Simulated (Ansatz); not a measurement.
**[NH$_{2}$···H···O], triplet: reading a ladder of total energies**

Geometry: a point of a hydrogen-transfer path between rigid fragments, not a stationary point.

```xyz
5

N    -1.1189   -0.0173   -0.0269
H    -1.4162    0.9506   -0.0269
H    -1.4162   -0.4196    0.8534
H     0.1581   -0.0173   -0.0269
O     1.1481   -0.0173   -0.0269
```

Basis cc-pVDZ; Ansatz 0.2.0. Correlated methods freeze the noble-gas cores, which leaves 14 electrons in 41 orbitals. R marks a restricted (for open shells ROHF) determinant, U an unrestricted one.

Full CI isn't at hand for all of this; UCCSDT(Q) serves as the reference, and is uncertain by about the last step of the cluster series.

Runs differ by some tens of microhartree through their thresholds and, for an open shell, their frozen cores, so steps under 0.03 kcal/mol mean nothing.

```csv
level,total energy (hartree)
UHF,-130.929982
UMP2,-131.235623
UCCSD,-131.268340
UCCSD(T),-131.274456
UCCSDT,-131.275180
UCCSDT(Q),-131.275742
```

Q: What is the correlation energy at UCCSDT(Q), and what share of it do UMP2 and UCCSD(T) recover?

A: E(corr) = -131.275742 − (-130.929982) = -0.345760 hartree = -9.409 eV. UMP2: -0.305641 / -0.345760 = 88.40 %. UCCSD(T): -0.344474 / -0.345760 = 99.63 %.

Q: By how many kcal/mol does UCCSD(T) miss UCCSDT(Q) (1 hartree = 627.509 kcal/mol), and which steps make up the rest?

A: -131.274456 − (-131.275742) = 0.001286 hartree = 0.81 kcal/mol. Steps: UCCSDT − UCCSD(T) = -0.45, UCCSDT(Q) − UCCSDT = -0.35 kcal/mol. Differences between like states or geometries often cancel part of this.
